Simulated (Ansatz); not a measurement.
Na3MoO4F (Pnma, No. 62; cell taken from a computed entry), treated with LDA in Ansatz (PAW).

Settings: plane-wave cutoff 520 eV, 6×6×4 k mesh (along the axes of the cell as run), Fermi–Dirac smearing 0.01 eV, no spin polarisation, scalar-relativistic PAW data made under PBE.

Cell (relaxed with PBEsol):

Space group Pnma (No. 62); a = 5.6066 Å, b = 7.4982 Å, c = 12.8328 Å, α = β = γ = 90.00°

```
atom  site  symmetry       x       y       z
----  ----  --------  ------  ------  ------
Na      4c       .m.  0.2272  0.2500  0.6063
Na      8d         1  0.2242  0.5399  0.3203
Mo      4c       .m.  0.2116  0.2500  0.0842
O       4c       .m.  0.1737  0.7500  0.4560
O       8d         1  0.3128  0.0578  0.1506
O       4c       .m.  0.3949  0.2500  0.4207
F       4c       .m.  0.0049  0.2500  0.7692
```

Q: Predict the band gap and smallest direct gap on the k points sampled.

A: 
- band gap: 4.55 eV
- smallest direct gap on the k points sampled: 4.61 eV

Note: cell and atoms aren't relaxed at this level (largest force component 0.27 eV/Å, pressure -3.4 GPa).

Spin–orbit coupling is not included.

Computed values are for the static lattice.

Computing time: very roughly 10 core-minutes.

Ansatz is a program for electronic structure.
